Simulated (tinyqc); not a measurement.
Stretching all distances: RHF, UHF, MP2, CISD and CCSD against full CI in the sto-6g basis, for H2O, spin multiplicity 1. Computed by the program tinyqc with PySCF. 

Geometry (angstrom):
```
atom       x        y       z
O     0.0000   0.0000  0.0000
H     0.0000   0.6690  0.5830
H     0.0000  -0.6690  0.5830
```

All coordinates are multiplied by the scale. c0^2 is the weight of the RHF determinant in the lowest singlet FCI state (UHF is spin-contaminated and may lie near states of higher spin) and n(LUMO) the first natural occupation beyond the occupied space.

Full CI energy (hartree) and errors against it (kcal/mol):
```
scale   distance 1-2 (angstrom)      E(FCI)       RHF      UHF      MP2     CISD     CCSD  <S^2> UHF    c0^2  n(LUMO)
0.9100                   0.8075  -75.612111   21.8719  21.8719   5.4865   0.1787   0.0384     0.0000  0.9855   0.0155
1.1300                   1.0027  -75.737841   35.9765  35.9765  10.3210   0.6234   0.0845     0.0000  0.9670   0.0340
1.3500                   1.1980  -75.705258   57.1917  57.1917  17.9679   2.0541   0.2189     0.0000  0.9292   0.0715
1.5700                   1.3932  -75.633024   86.8621  69.8117  28.7782   5.7864   0.4985     0.8365  0.8618   0.1457
1.7900                   1.5884  -75.563784  125.4494  49.6476  42.3842  13.4335   0.5212     1.4620  0.7576   0.2663
2.0100                   1.7836  -75.513558  171.7639  27.2902  56.9408  25.3657  -1.7542     1.7488  0.6224   0.4292
```

UHF parts from RHF first at scale 1.57 of those listed, where <S^2> leaves zero. The weight c0^2 goes from 0.99 to 0.62 and n(LUMO) from 0.02 to 0.43: static correlation grows as the bonds break into open-shell fragments. The spread of the error along the curve, which distorts its shape, is CCSD 2.3, CISD 25.2, UHF 47.9, MP2 51.5, RHF 149.9 kcal/mol. Below FCI somewhere: CCSD, as non-variational methods may be. The table stops here: at scale 2.23 and beyond, the reference weight falls under 0.45 or RHF, UHF or CCSD hop between solutions, so those rows were left out and the spreads given cover only the rows shown. As computed, partly on other solutions, the errors there reach in size RHF 221, UHF 40, MP2 84, CISD 43, CCSD 5 kcal/mol.
